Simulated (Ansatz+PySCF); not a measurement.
## doublet F₂(+): levels of theory in one basis

```xyz
2

F     0.0000    0.0000   -0.6216
F     0.0000    0.0000    0.6216
```

Basis set: cc-pVTZ (spherical functions). Correlated methods keep 2 orbitals frozen. Correlation on ROHF uses semicanonical orbitals with singles. Charge 1, multiplicity 2.

Computed with Ansatz (development build ahead of 0.2.0); each method stands on the lowest determinant of its kind that the runs found.

| method | E − E(ROHF) (eV) | <S²> of the determinant |
| --- | --- | --- |
| ROHF | 0.00 | 0.75 |
| UHF | -0.23 | 0.77 |
| ROHF-MP2 | -12.96 | – |
| UHF-MP2 | -13.00 | 0.77 |

The restricted and unrestricted rows may stand on different electronic states: another unrestricted solution lies nearer the restricted one.

Caution: the determinant breaks the point group. Caution for ROHF-MP2, UHF-MP2: forces differ strongly between restricted and unrestricted references; MP2 on this radical cation hangs on the determinant chosen; another reference gives a lower total.
